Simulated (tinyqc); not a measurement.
Inside a calculation. Method: UHF in the sto-3g basis, for BH2, spin multiplicity 2. One step of it, computed by the program tinyqc.

Question. Iteration 1: building the Fock matrix. J_ij = sum D_kl (ij|kl) with D = D(alpha) + D(beta), K_ij = sum D_kl (ik|jl) for each spin; F = H + J - K(s); E = tr D H + tr D J / 2 - 0.5 sum_s tr D(s) K(s) + E_nn.

D(alpha) at the start:
```
            1B 1s      1B 2s     1B 2px     1B 2py     1B 2pz      2H 1s      3H 1s
1B 1s    0.459478  -0.167536   0.171003  -0.111420   0.471219  -0.032600  -0.015433
1B 2s   -0.167536   1.948047   0.052644   0.392130   0.154073  -1.270039  -0.462128
1B 2px   0.171003   0.052644   0.557911   0.342763   0.140860   0.042411  -0.158445
1B 2py  -0.111420   0.392130   0.342763   0.447109  -0.069109  -0.399503  -0.293439
1B 2pz   0.471219   0.154073   0.140860  -0.069109   0.552973  -0.348570  -0.117461
2H 1s   -0.032600  -1.270039   0.042411  -0.399503  -0.348570   1.755751   0.657231
3H 1s   -0.015433  -0.462128  -0.158445  -0.293439  -0.117461   0.657231   0.311772
```

D(beta) at the start:
```
            1B 1s      1B 2s     1B 2px     1B 2py     1B 2pz      2H 1s      3H 1s
1B 1s    0.401332  -0.443350   0.116310  -0.181165   0.356828   0.224264   0.088154
1B 2s   -0.443350   0.639735  -0.206792   0.061294  -0.388539  -0.051618   0.029233
1B 2px   0.116310  -0.206792   0.506466   0.277158   0.033261   0.284022  -0.061009
1B 2py  -0.181165   0.061294   0.277158   0.363450  -0.206320  -0.091398  -0.169187
1B 2pz   0.356828  -0.388539   0.033261  -0.206320   0.327928   0.156761   0.086327
2H 1s    0.224264  -0.051618   0.284022  -0.091398   0.156761   0.621043   0.199629
3H 1s    0.088154   0.029233  -0.061009  -0.169187   0.086327   0.199629   0.127232
```

core Hamiltonian H = T + V (hartree):
```
             1B 1s      1B 2s     1B 2px     1B 2py     1B 2pz      2H 1s      3H 1s
1B 1s   -13.270547  -3.443046   0.000000   0.000000  -0.018163  -1.021034  -1.021034
1B 2s    -3.443046  -4.317139   0.000000   0.000000  -0.150948  -2.077818  -2.077818
1B 2px    0.000000   0.000000  -3.432276   0.000000   0.000000   0.000000   0.000000
1B 2py    0.000000   0.000000   0.000000  -3.653067   0.000000  -1.620076   1.620076
1B 2pz   -0.018163  -0.150948   0.000000   0.000000  -3.482024  -0.801288  -0.801288
2H 1s    -1.021034  -2.077818   0.000000  -1.620076  -0.801288  -3.056458  -0.504228
3H 1s    -1.021034  -2.077818   0.000000   1.620076  -0.801288  -0.504228  -3.056458
```

Two-electron integrals (ij|kl) in chemists' order, unique and non-zero (hartree):
```
(11|11) 2.923513    (21|11) 0.518376    (21|21) 0.109262    (22|11) 0.744229
(22|21) 0.193177    (22|22) 0.544804    (31|31) 0.020264    (32|31) 0.029996
(32|32) 0.120346    (33|11) 0.742491    (33|21) 0.193240    (33|22) 0.544682
(33|33) 0.586773    (41|41) 0.020264    (42|41) 0.029996    (42|42) 0.120346
(43|43) 0.031630    (44|11) 0.742491    (44|21) 0.193240    (44|22) 0.544682
(44|33) 0.523513    (44|44) 0.586773    (51|51) 0.020264    (52|51) 0.029996
(52|52) 0.120346    (53|53) 0.031630    (54|54) 0.031630    (55|11) 0.742491
(55|21) 0.193240    (55|22) 0.544682    (55|33) 0.523513    (55|44) 0.523513
(55|55) 0.586773    (61|11) 0.152313    (61|21) 0.031950    (61|22) 0.056521
(61|33) 0.056242    (61|41) 0.002138    (61|42) 0.003876    (61|44) 0.056951
(61|51) 0.001015    (61|52) 0.001840    (61|54) 0.000336    (61|55) 0.056402
(61|61) 0.009649    (62|11) 0.318897    (62|21) 0.083787    (62|22) 0.254407
(62|33) 0.247637    (62|41) 0.008345    (62|42) 0.047652    (62|44) 0.264029
(62|51) 0.003961    (62|52) 0.022619    (62|54) 0.007781    (62|55) 0.251330
(62|61) 0.026059    (62|62) 0.154746    (63|31) 0.009022    (63|32) 0.040406
(63|43) 0.009281    (63|53) 0.004405    (63|63) 0.018676    (64|11) 0.253972
(64|21) 0.067694    (64|22) 0.216945    (64|33) 0.205354    (64|41) 0.014939
(64|42) 0.078045    (64|44) 0.236964    (64|51) 0.002809    (64|52) 0.017866
(64|54) 0.010599    (64|55) 0.208294    (64|61) 0.022256    (64|62) 0.155173
(64|64) 0.171100    (65|11) 0.120555    (65|21) 0.032133    (65|22) 0.102979
(65|33) 0.097477    (65|41) 0.002809    (65|42) 0.017866    (65|44) 0.103670
(65|51) 0.010355    (65|52) 0.048886    (65|54) 0.012221    (65|55) 0.107683
(65|61) 0.010564    (65|62) 0.073657    (65|64) 0.072352    (65|65) 0.053020
(66|11) 0.464467    (66|21) 0.124368    (66|22) 0.422681    (66|33) 0.397363
(66|41) 0.016437    (66|42) 0.119596    (66|44) 0.459022    (66|51) 0.007802
(66|52) 0.056770    (66|54) 0.029268    (66|55) 0.411256    (66|61) 0.039685
(66|62) 0.314974    (66|64) 0.345586    (66|65) 0.164042    (66|66) 0.774606
(71|11) 0.152313    (71|21) 0.031950    (71|22) 0.056521    (71|33) 0.056242
(71|41) -0.002138   (71|42) -0.003876   (71|44) 0.056951    (71|51) 0.001015
(71|52) 0.001840    (71|54) -0.000336   (71|55) 0.056402    (71|61) 0.009163
(71|62) 0.023664    (71|64) 0.018081    (71|65) 0.009597    (71|66) 0.034709
(71|71) 0.009649    (72|11) 0.318897    (72|21) 0.083787    (72|22) 0.254407
(72|33) 0.247637    (72|41) -0.008345   (72|42) -0.047652   (72|44) 0.264029
(72|51) 0.003961    (72|52) 0.022619    (72|54) -0.007781   (72|55) 0.251330
(72|61) 0.023664    (72|62) 0.105624    (72|64) 0.077280    (72|65) 0.048972
(72|66) 0.166791    (72|71) 0.026059    (72|72) 0.154746    (73|31) 0.009022
(73|32) 0.040406    (73|43) -0.009281   (73|53) 0.004405    (73|63) 0.011680
(73|73) 0.018676    (74|11) -0.253972   (74|21) -0.067694   (74|22) -0.216945
(74|33) -0.205354   (74|41) 0.014939    (74|42) 0.078045    (74|44) -0.236964
(74|51) -0.002809   (74|52) -0.017866   (74|54) 0.010599    (74|55) -0.208294
(74|61) -0.018081   (74|62) -0.077280   (74|64) -0.046470   (74|65) -0.035107
(74|66) -0.113389   (74|71) -0.022256   (74|72) -0.155173   (74|74) 0.171100
(75|11) 0.120555    (75|21) 0.032133    (75|22) 0.102979    (75|33) 0.097477
(75|41) -0.002809   (75|42) -0.017866   (75|44) 0.103670    (75|51) 0.010355
(75|52) 0.048886    (75|54) -0.012221   (75|55) 0.107683    (75|61) 0.009597
(75|62) 0.048972    (75|64) 0.035107    (75|65) 0.033872    (75|66) 0.081394
(75|71) 0.010564    (75|72) 0.073657    (75|74) -0.072352   (75|75) 0.053020
(76|11) 0.072489    (76|21) 0.018978    (76|22) 0.057402    (76|33) 0.055968
(76|44) 0.058137    (76|51) 0.001552    (76|52) 0.008696    (76|55) 0.058052
(76|61) 0.005665    (76|62) 0.029691    (76|64) 0.025906    (76|65) 0.015428
(76|66) 0.054379    (76|71) 0.005665    (76|72) 0.029691    (76|74) -0.025906
(76|75) 0.015428    (76|76) 0.006983    (77|11) 0.464467    (77|21) 0.124368
(77|22) 0.422681    (77|33) 0.397363    (77|41) -0.016437   (77|42) -0.119596
(77|44) 0.459022    (77|51) 0.007802    (77|52) 0.056770    (77|54) -0.029268
(77|55) 0.411256    (77|61) 0.034709    (77|62) 0.166791    (77|64) 0.113389
(77|65) 0.081394    (77|66) 0.261907    (77|71) 0.039685    (77|72) 0.314974
(77|74) -0.345586   (77|75) 0.164042    (77|76) 0.054379    (77|77) 0.774606
```

nuclear repulsion = 5.01005471 hartree

Give: Coulomb J; exchange K(alpha); exchange K(beta); F(alpha); F(beta); total energy of this density.

Answer.

Coulomb J (hartree):
```
        1B 1s   1B 2s  1B 2px  1B 2py  1B 2pz  2H 1s   3H 1s
1B 1s   6.181   1.433   0.004   0.003   0.026  0.422   0.421
1B 2s   1.433   3.683  -0.011   0.085   0.067  1.833   1.721
1B 2px  0.004  -0.011   3.643   0.049   0.012  0.013  -0.018
1B 2py  0.003   0.085   0.049   3.743   0.001  1.639  -1.463
1B 2pz  0.026   0.067   0.012   0.001   3.657  0.775   0.720
2H 1s   0.422   1.833   0.013   1.639   0.775  3.358   0.400
3H 1s   0.421   1.721  -0.018  -1.463   0.720  0.400   2.931
```

exchange K(alpha) (hartree):
```
         1B 1s  1B 2s  1B 2px  1B 2py  1B 2pz  2H 1s   3H 1s
1B 1s    1.319  0.339   0.135  -0.078   0.332  0.098   0.182
1B 2s    0.339  0.772   0.040   0.002   0.062  0.392   0.391
1B 2px   0.135  0.040   0.500   0.233   0.066  0.121  -0.096
1B 2py  -0.078  0.002   0.233   0.492  -0.093  0.274  -0.263
1B 2pz   0.332  0.062   0.066  -0.093   0.471  0.122   0.159
2H 1s    0.098  0.392   0.121   0.274   0.122  0.747   0.142
3H 1s    0.182  0.391  -0.096  -0.263   0.159  0.142   0.471
```

exchange K(beta) (hartree):
```
         1B 1s   1B 2s  1B 2px  1B 2py  1B 2pz  2H 1s   3H 1s
1B 1s    0.913   0.127   0.057  -0.103   0.251  0.097   0.135
1B 2s    0.127   0.583  -0.047  -0.021  -0.021  0.376   0.349
1B 2px   0.057  -0.047   0.404   0.228   0.041  0.125  -0.114
1B 2py  -0.103  -0.021   0.228   0.456  -0.095  0.234  -0.260
1B 2pz   0.251  -0.021   0.041  -0.095   0.390  0.105   0.135
2H 1s    0.097   0.376   0.125   0.234   0.105  0.574   0.139
3H 1s    0.135   0.349  -0.114  -0.260   0.135  0.139   0.442
```

F(alpha) (hartree):
```
         1B 1s   1B 2s  1B 2px  1B 2py  1B 2pz   2H 1s   3H 1s
1B 1s   -8.409  -2.350  -0.130   0.082  -0.324  -0.697  -0.782
1B 2s   -2.350  -1.407  -0.051   0.083  -0.147  -0.637  -0.748
1B 2px  -0.130  -0.051  -0.289  -0.184  -0.054  -0.108   0.078
1B 2py   0.082   0.083  -0.184  -0.402   0.094  -0.255   0.419
1B 2pz  -0.324  -0.147  -0.054   0.094  -0.296  -0.149  -0.240
2H 1s   -0.697  -0.637  -0.108  -0.255  -0.149  -0.445  -0.246
3H 1s   -0.782  -0.748   0.078   0.419  -0.240  -0.246  -0.596
```

F(beta) (hartree):
```
         1B 1s   1B 2s  1B 2px  1B 2py  1B 2pz   2H 1s   3H 1s
1B 1s   -8.003  -2.137  -0.053   0.106  -0.243  -0.696  -0.736
1B 2s   -2.137  -1.217   0.036   0.106  -0.064  -0.621  -0.705
1B 2px  -0.053   0.036  -0.193  -0.179  -0.029  -0.112   0.096
1B 2py   0.106   0.106  -0.179  -0.366   0.097  -0.216   0.417
1B 2pz  -0.243  -0.064  -0.029   0.097  -0.216  -0.131  -0.216
2H 1s   -0.696  -0.621  -0.112  -0.216  -0.131  -0.272  -0.243
3H 1s   -0.736  -0.705   0.096   0.417  -0.216  -0.243  -0.568
```

total energy of this density = -14.83214 hartree
